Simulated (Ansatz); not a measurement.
# Redistribution: C2H2F4 + C2H6O2 → C2H3F3O + C2H5FO

Species: C2H2F4 (norflurane) `FCC(F)(F)F`, singlet; C2H6O2 `COCO`, singlet; C2H3F3O (2,2,2-trifluoroethanol) `OCC(F)(F)F`, singlet; C2H5FO (methoxymethyl fluoride) `COCF`, singlet. The partners trade F for OH; both sit on C, so the bond types are kept.

Shapes, held fixed at every level: PBE0-D4/def2-TZVP. Flexible molecules stand in one conformer, not always the lowest. Programs: Ansatz 0.2.0. Electronic energies: no zero-point or thermal term.

| level | kind | ΔE (kJ/mol) | less CCSD(T)/CBS estimate | CPU time (sum over the molecules) |
| --- | --- | --- | --- | --- |
| PBE-D4/def2-TZVPP | GGA | -13.1 | -0.3 | 19 s |
| r2SCAN-D4/def2-TZVPP | meta-GGA | -13.8 | -1.0 | 37 s |
| B3LYP-D4/def2-TZVPP | global hybrid | -13.0 | -0.2 | 31 s |
| wB97X-V/def2-TZVPP | range-separated hybrid | -13.5 | -0.7 | 56 s |
| MP2/def2-TZVPP | perturbation theory | -12.7 | +0.1 | – |
| CCSD/def2-TZVPP | coupled cluster or CI | -12.5 | +0.3 | – |
| CCSD(T)/CBS estimate | coupled cluster or CI | -12.8 | 0.0 | 18 min |

The highest level, CCSD(T)/CBS estimate, gives ΔE = -12.8 kJ/mol; the levels span -13.8 to -12.5. The column of differences is taken from that level and isn't an error. No measured value is set beside it here. The CBS estimate extrapolates MP2 from def2-TZVPP and def2-QZVPP and adds CCSD(T) − MP2 in the triple-zeta set, cores frozen. Times are processor times on shared x86 and Arm servers, and rough.
